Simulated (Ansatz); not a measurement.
Process, species as SMILES: [SiH3] (SiH3) → SiH3+ (singlet, bonded as [SiH3]) + e-
B3LYP-D3(BJ)/def2-TZVP geometries, fixed; electronic energies without zero-point terms.

Effect of the final integration grid (spheres per factor e of radius in core and valence, angular degree) at PBE0/aug-cc-pV(Q+d)Z with Ansatz (a first-principles code), against the last row, where the adiabatic ionisation energy is 8.21 eV. Open shells are unrestricted. The default's grid is 13, 11, 36.

```csv
setting,largest shift of a total energy (mEh),shift of the adiabatic ionisation energy (eV)
accuracy: medium (default),0.000,0.000
"final_grid: 4, 3, 11",-0.605,-0.005
"final_grid: 6, 5, 17",0.002,0.000
"final_grid: 8, 7, 23",0.002,0.000
"final_grid: 10, 9, 29",0.000,0.000
"final_grid: 18, 15, 47",0.000,0.000
"final_grid: 26, 22, 59",0.000,0.000
```

Within 0.002 eV in the adiabatic ionisation energy: accuracy: medium (default); final_grid: 6, 5, 17; final_grid: 8, 7, 23; final_grid: 10, 9, 29; final_grid: 18, 15, 47. The largest shift is 0.605 mEh in a total energy and 0.005 eV in the difference.
